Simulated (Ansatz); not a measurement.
Worked example: correlation energy of O–C–SiH, doublet

Geometry: displaced at random from a stationary point.

```xyz
4

O    -0.0220   -0.0094    1.7845
C    -0.0229    0.0185    0.6308
Si    0.0251   -0.0530   -1.2452
H    -0.0777    1.4053   -1.1473
```

Basis cc-pVDZ; Ansatz 0.2.0. Correlated methods freeze the noble-gas cores, which leaves 15 electrons in 44 orbitals. R marks a restricted (for open shells ROHF) determinant, U an unrestricted one.

Full CI isn't at hand for all of this; UCCSDT(Q) serves as the reference, and is uncertain by about the last step of the cluster series.

Runs differ by some tens of microhartree through their thresholds and, for an open shell, their frozen cores, so steps under 0.03 kcal/mol mean nothing.

| level | total energy (hartree) |
| --- | --- |
| UHF | -402.190093 |
| UMP2 | -402.570057 |
| UCCSD | -402.591699 |
| UCCSD(T) | -402.608472 |
| UCCSDT | -402.609764 |
| UCCSDT(Q) | -402.611513 |

Task: What is the correlation energy at UCCSDT(Q), and what share of it do UMP2 and UCCSD recover?

Result: E(corr) = -402.611513 − (-402.190093) = -0.421420 hartree = -11.467 eV. UMP2: -0.379964 / -0.421420 = 90.16 %. UCCSD: -0.401606 / -0.421420 = 95.30 %.

Task: By how many kcal/mol does UCCSD(T) miss UCCSDT(Q) (1 hartree = 627.509 kcal/mol), and which steps make up the rest?

Result: -402.608472 − (-402.611513) = 0.003041 hartree = 1.91 kcal/mol. Steps: UCCSDT − UCCSD(T) = -0.81, UCCSDT(Q) − UCCSDT = -1.10 kcal/mol. Differences between like states or geometries often cancel part of this.
